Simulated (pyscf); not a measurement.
9 group-13 steps of one kind (addition across a multiple bond or ene-type step, closed-shell): reaction energy in kJ/mol, from the separated reactants or the lowest minimum found. PySCF, gas phase, ωB97X-D3(BJ)/def2-SVP geometries. Functionals in def2-TZVP; the last column is ωB97M-D3(BJ)/def2-TZVP. Rows were drawn at random from the steps of this kind and element class whose saddle was verified and whose references are stable.

```tsv
step	PBE	PBE0-D3(BJ)	B3LYP-D3(BJ)	ωB97M-D3(BJ)
HAl=AsH + SiH₄ → H₃Si–AlH–AsH₂	-115.8	-132.1	-116.4	-115.4
HGa=AsH + SiH₄ -> H₃Si–GaH–AsH₂	-99.2	-116.9	-98.7	-105.0
HO–Ga [singlet] + H₂C=CH₂ → H₃C–CH₂–Ga=O	+25.6	+33.5	+59.5	+64.6
HO–BH–OH + H₂C=CH₂ -> HO–BH–CH₂–CH₂–OH	+70.4	+55.8	+81.0	+73.1
HP=GaH + SiH₄ -> H₃Si–GaH–PH₂	-124.5	-142.8	-125.7	-129.9
H₃C–Al(CH₃)–NH₂ + H₂C=CH₂ → H₃C–Al(CH₃)–CH₂–CH₂–NH₂	-34.6	-59.6	-25.9	-38.2
HP=GaH + SiH₄ → H₃Si–PH–GaH₂	-128.8	-152.6	-133.5	-142.0
H₃C–Al(CH₃)–NH₂ + H₂C=CH₂ -> H₃C–CH₂–CH₂–Al(CH₃)–NH₂	-85.5	-107.1	-83.2	-90.7
H₂B–P=SiH₂ + H₂ → H₂B–PH–SiH₃	-150.4	-167.9	-157.8	-163.3
```

Differences from the last column (kJ/mol): PBE: mean +0.4, median +5.2, mean size 9.8, lower in 3 of 9; PBE0-D3(BJ): mean -15.9, median -16.4, mean size 15.9, lower in 9 of 9; B3LYP-D3(BJ): mean +5.1, median +6.3, mean size 6.5, lower in 2 of 9. PBE is closest for row 1 (0.4 kJ/mol apart) and farthest for row 3 (39.0 kJ/mol). PBE, r²SCAN and M06-2X carry no added dispersion term. The last column is a level with limits of its own. Elements up to Kr have no core potential and no relativistic terms here.
